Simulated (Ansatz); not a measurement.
The parent structure is Ir in the fcc (Cu type) structure (space group Fm-3m, No. 225; a = 3.871 Å).

Calculations: DFT with PBE, PAW potentials and a 420 eV plane-wave cutoff in Ansatz (a program for electronic structure), scalar-relativistic without spin-orbit coupling, earlier PAW set.

| level | lattice parameter a |
|---|---|
| PBE | 3.871 Å |

Measured: lattice parameter a 3.831 Å (static lattice; corrected from measurement; as listed in Daniel Mejia-Rodriguez, S. B. Trickey, Phys. Rev. B (2018)).

Computed minus measured — lattice parameter a: PBE +1.0 %.

Stability against distortions was not tested. All final runs are without spin polarisation.
